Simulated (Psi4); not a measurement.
Psi4 input (PBE/def2-TZVP):

```
memory 8100 MB

molecule {
0 1
H    -0.00000000   -0.00000000   -0.37201156
H     0.00000000    0.00000000    0.37201156
}

set {
  basis def2-tzvp
  scf_type direct
  df_scf_guess false
  ints_tolerance 1e-10
}

energy('pbe')
print_variables()
```

Output:

```
-----------------------------------------------------------------------
          Psi4: An Open-Source Ab Initio Electronic Structure Package
                               Psi4 1.11 release

    D. G. A. Smith, L. A. Burns, A. C. Simmonett, R. M. Parrish,
    M. C. Schieber, R. Galvelis, P. Kraus, H. Kruse, R. Di Remigio,
    A. Alenaizan, A. M. James, S. Lehtola, J. P. Misiewicz, M. Scheurer,
    R. A. Shaw, J. B. Schriber, Y. Xie, Z. L. Glick, D. A. Sirianni,
    J. S. O'Brien, J. M. Waldrop, A. Kumar, E. G. Hohenstein,
    B. P. Pritchard, B. R. Brooks, H. F. Schaefer III, A. Yu. Sokolov,
    K. Patkowski, A. E. DePrince III, U. Bozkaya, R. A. King,
    F. A. Evangelista, J. M. Turney, T. D. Crawford, C. D. Sherrill,
    J. Chem. Phys. 152(18) 184108 (2020). https://doi.org/10.1063/5.0006002

                            Additional Code Authors
    E. T. Seidl, C. L. Janssen, E. F. Valeev, M. L. Leininger,
    J. F. Gonthier, R. M. Richard, H. R. McAlexander, M. Saitow, X. Wang,
    P. Verma, M. H. Lechner, A. Jiang, S. Behnle, A. G. Heide,
    M. F. Herbst, D. L. Poole, T. Győri, E. C. Mitchell, J. P. Pederson,
    and A. M. Wallace

             Previous Authors, Complete List of Code Contributors,
                       and Citations for Specific Modules
    https://github.com/psi4/psi4/blob/master/codemeta.json
    https://github.com/psi4/psi4/graphs/contributors
    https://psicode.org/psi4manual/master/introduction.html#citing-psifour

    -----------------------------------------------------------------------

    Threads:    4
    Addons:     a̶d̶c̶c̶, a̶m̶b̶i̶t̶, b̶s̶e̶, c̶c̶t̶3̶, c̶f̶o̶u̶r̶, c̶h̶e̶m̶p̶s̶2̶, c̶p̶p̶e̶, d̶d̶x̶,
                d̶f̶t̶d̶3̶, d̶f̶t̶d̶4̶, dkh, ecpint, einsums, f̶o̶r̶t̶e̶, gauxc, g̶c̶p̶,
                g̶d̶m̶a̶, g̶e̶o̶m̶e̶t̶r̶i̶c̶, g̶p̶u̶_̶d̶f̶c̶c̶, i̶n̶t̶e̶g̶r̶a̶t̶o̶r̶x̶x̶,
                i̶p̶i̶, l̶i̶b̶e̶f̶p̶, m̶d̶i̶, m̶p̶2̶d̶, m̶r̶c̶c̶, ooo,
                o̶p̶e̶n̶f̶e̶r̶m̶i̶o̶n̶p̶s̶i̶4̶, pcmsolver, p̶s̶i̶4̶f̶o̶c̶k̶c̶i̶, p̶s̶i̶x̶a̶s̶,
                p̶y̶e̶i̶n̶s̶u̶m̶s̶, r̶e̶s̶p̶, s̶i̶m̶i̶n̶t̶, s̶n̶s̶m̶p̶2̶,
                v̶2̶r̶d̶m̶_̶c̶a̶s̶s̶c̶f̶

  ==> Input File <==

--------------------------------------------------------------------------
memory 8100 MB

molecule {
0 1
H    -0.00000000   -0.00000000   -0.37201156
H     0.00000000    0.00000000    0.37201156
}

set {
  basis def2-tzvp
  scf_type direct
  df_scf_guess false
  ints_tolerance 1e-10
}

energy('pbe')
print_variables()
--------------------------------------------------------------------------

   => Libint2 <=

    Primary   basis highest AM E, G, H:  7, 6, 3
    Auxiliary basis highest AM E, G, H:  7, 7, 4
    Onebody   basis highest AM E, G, H:  -, -, -
    Solid Harmonics ordering:            Gaussian

   => Loading Basis Set <=

    Name: DEF2-TZVP
    Role: ORBITAL
    Keyword: BASIS
    atoms 1-2 entry H          line    15 file def2-tzvp.gbs

         ---------------------------------------------------------
                                   SCF
               by Justin Turney, Rob Parrish, Andy Simmonett
                          and Daniel G. A. Smith
                              RKS Reference
                        4 Threads,   7724 MiB Core
         ---------------------------------------------------------

  ==> Geometry <==

    Molecular point group: d2h
    Full point group: D_inf_h

    Geometry (in Angstrom), charge = 0, multiplicity = 1:

       Center              X                  Y                   Z               Mass
    ------------   -----------------  -----------------  -----------------  -----------------
         H            0.000000000000     0.000000000000    -0.372011560000     1.007825032230
         H            0.000000000000     0.000000000000     0.372011560000     1.007825032230

  Running in d2h symmetry.

  Rotational constants: A = ************  B =     60.43221  C =     60.43221 [cm^-1]
  Rotational constants: A = ************  B = 1811712.12794  C = 1811712.12794 [MHz]
  Nuclear repulsion =    0.711237589861455

  Charge       = 0
  Multiplicity = 1
  Electrons    = 2
  Nalpha       = 1
  Nbeta        = 1

  ==> Algorithm <==

  SCF Algorithm Type is DIRECT.
  DIIS enabled.
  MOM disabled.
  Fractional occupation disabled.
  Guess Type is SAD.
  Energy threshold   = 1.00e-06
  Density threshold  = 1.00e-06
  Integral threshold = 1.00e-10

  ==> Primary Basis <==

  Basis Set: DEF2-TZVP
    Blend: DEF2-TZVP
    Number of shells: 8
    Number of basis functions: 12
    Number of Cartesian functions: 12
    Spherical Harmonics?: true
    Max angular momentum: 1

  ==> DFT Potential <==

   => LibXC <=

    Version 7.1.2
    S. Lehtola, C. Steigemann, M. J. T. Oliveira, and M. A. L. Marques,  SoftwareX 7, 1–5 (2018) (10.1016/j.softx.2017.11.002)

   => Composite Functional: PBE <=

    PBE GGA Exchange-Correlation Functional

    J.P. Perdew et. al., Phys. Rev. Lett., 77(18), 3865-3868, 1996

    Deriv               =              1
    GGA                 =           TRUE
    Meta                =          FALSE

    Exchange Hybrid     =          FALSE
    MP2 Hybrid          =          FALSE

   => Exchange Functionals <=

    1.0000     XC_GGA_X_PBE

   => Correlation Functionals <=

    1.0000     XC_GGA_C_PBE

   => LibXC Density Thresholds  <==

    XC_GGA_C_PBE:  1.00E-12
    XC_GGA_X_PBE:  1.00E-15

   => Molecular Quadrature <=

    Radial Scheme          =       TREUTLER
    Pruning Scheme         =           NONE
    Nuclear Scheme         =       TREUTLER

    Blocking Scheme        =         OCTREE
    BS radius alpha        =              1
    Pruning alpha          =              1
    Radial Points          =             75
    Spherical Points       =            302
    Total Points           =          44640
    Total Blocks           =            392
    Max Points             =            256
    Max Functions          =             12
    Weights Tolerance      =       1.00E-15

  ==> Integral Setup <==

  ==> DirectJK: Integral-Direct J/K Matrices <==

    J tasked:                  Yes
    K tasked:                   No
    wK tasked:                  No
    Integrals threads:           4
    Screening Type:           CSAM
    Screening Cutoff:        1E-10
    Incremental Fock:           No

  Cached 100.0% of DFT collocation blocks in 0.016 [GiB].

  Minimum eigenvalue in the overlap matrix is 6.4914969613E-02.
  Reciprocal condition number of the overlap matrix is 2.2643066783E-02.
    Using symmetric orthogonalization.

  ==> Pre-Iterations <==

  SCF Guess: Superposition of Atomic Densities via on-the-fly atomic UHF (no occupation information).

   -------------------------
    Irrep   Nso     Nmo
   -------------------------
     Ag         4       4
     B1g        0       0
     B2g        1       1
     B3g        1       1
     Au         0       0
     B1u        4       4
     B2u        1       1
     B3u        1       1
   -------------------------
    Total      12      12
   -------------------------

  ==> Iterations <==

                        Total Energy        Delta E     RMS |[F,P]|

   @RKS iter SAD:    -0.93940067407339   -9.39401e-01   0.00000e+00
   @RKS iter   1:    -1.15391816131898   -2.14517e-01   1.98703e-02 ADIIS/DIIS
   @RKS iter   2:    -1.16441247442592   -1.04943e-02   6.72928e-03 ADIIS/DIIS
   @RKS iter   3:    -1.16586828919407   -1.45581e-03   2.42617e-04 ADIIS/DIIS
   @RKS iter   4:    -1.16587031696716   -2.02777e-06   1.00830e-06 DIIS
   @RKS iter   5:    -1.16587031700639   -3.92333e-11   1.39679e-08 DIIS
  Energy and wave function converged.

  ==> Post-Iterations <==

   Electrons on quadrature grid:
      Ntotal   =    1.9999999978 ; deviation = -2.171e-09

    Orbital Energies [Eh]
    ---------------------

    Doubly Occupied:

       1Ag    -0.380728

    Virtual:

       1B1u    0.042394     2Ag     0.183746     2B1u    0.441752
       1B2u    1.108847     1B3u    1.108847     3Ag     1.564136
       1B2g    1.880979     1B3g    1.880979     3B1u    1.952666
       4Ag     2.354715     4B1u    3.361694

    Final Occupation by Irrep:
             Ag   B1g   B2g   B3g    Au   B1u   B2u   B3u
    DOCC [     1,    0,    0,    0,    0,    0,    0,    0 ]
    NA   [     1,    0,    0,    0,    0,    0,    0,    0 ]
    NB   [     1,    0,    0,    0,    0,    0,    0,    0 ]

  @RKS Final Energy:    -1.16587031700639

   => Energetics <=

    Nuclear Repulsion Energy =              0.7112375898614546
    One-Electron Energy =                  -2.4986618390691593
    Two-Electron Energy =                   1.3113276777723817
    DFT Exchange-Correlation Energy =      -0.6897737455710707
    Empirical Dispersion Energy =           0.0000000000000000
    VV10 Nonlocal Energy =                  0.0000000000000000
    Total Energy =                         -1.1658703170063940

Computation Completed

Properties will be evaluated at   0.000000,   0.000000,   0.000000 [a0]

Properties computed using the SCF density matrix

 Multipole Moments:

 ------------------------------------------------------------------------------------
     Multipole            Electronic (a.u.)      Nuclear  (a.u.)        Total (a.u.)
 ------------------------------------------------------------------------------------

 L = 1.  Multiply by 2.5417464519 to convert [e a0] to [Debye]
 Dipole X            :          0.0000000            0.0000000            0.0000000
 Dipole Y            :          0.0000000            0.0000000            0.0000000
 Dipole Z            :          0.0000000            0.0000000            0.0000000
 Magnitude           :                                                    0.0000000

 ------------------------------------------------------------------------------------

  Variable Map:
  ----------------------------------------------------------------------------
  "CURRENT ENERGY"              =>      -1.165870317006
  "CURRENT REFERENCE ENERGY"    =>      -1.165870317006
  "DD SOLVATION ENERGY"         =>       0.000000000000
  "DFT FUNCTIONAL TOTAL ENERGY" =>      -1.165870317006
  "DFT TOTAL ENERGY"            =>      -1.165870317006
  "DFT VV10 ENERGY"             =>       0.000000000000
  "DFT XC ENERGY"               =>      -0.689773745571
  "GRID ELECTRONS ALPHA"        =>       0.999999998915
  "GRID ELECTRONS BETA"         =>       0.999999998915
  "GRID ELECTRONS TOTAL"        =>       1.999999997829
  "NUCLEAR REPULSION ENERGY"    =>       0.711237589861
  "ONE-ELECTRON ENERGY"         =>      -2.498661839069
  "PCM POLARIZATION ENERGY"     =>       0.000000000000
  "PE ENERGY"                   =>       0.000000000000
  "SCF ITERATION ENERGY"        =>      -1.165870317006
  "SCF ITERATIONS"              =>       5.000000000000
  "SCF TOTAL ENERGY"            =>      -1.165870317006
  "TWO-ELECTRON ENERGY"         =>       1.311327677772
  "XC GRID RADIAL POINTS"       =>      75.000000000000
  "XC GRID SPHERICAL POINTS"    =>     302.000000000000
  "XC GRID TOTAL POINTS"        =>   44640.000000000000

  Array Variable Map:
  ----------------------------------------------------------------------------
  "CURRENT DIPOLE"              =>       0.000000000000 ... 0.000000000000 1 by 3
  "SCF DIPOLE"                  =>       0.000000000000 ... 0.000000000000 1 by 3
  "SCF TOTAL ENERGIES"          =>      -0.939400674073 ... -1.165870317006 1 by 6

*** Psi4 exiting successfully. Buy a developer a beer!
```
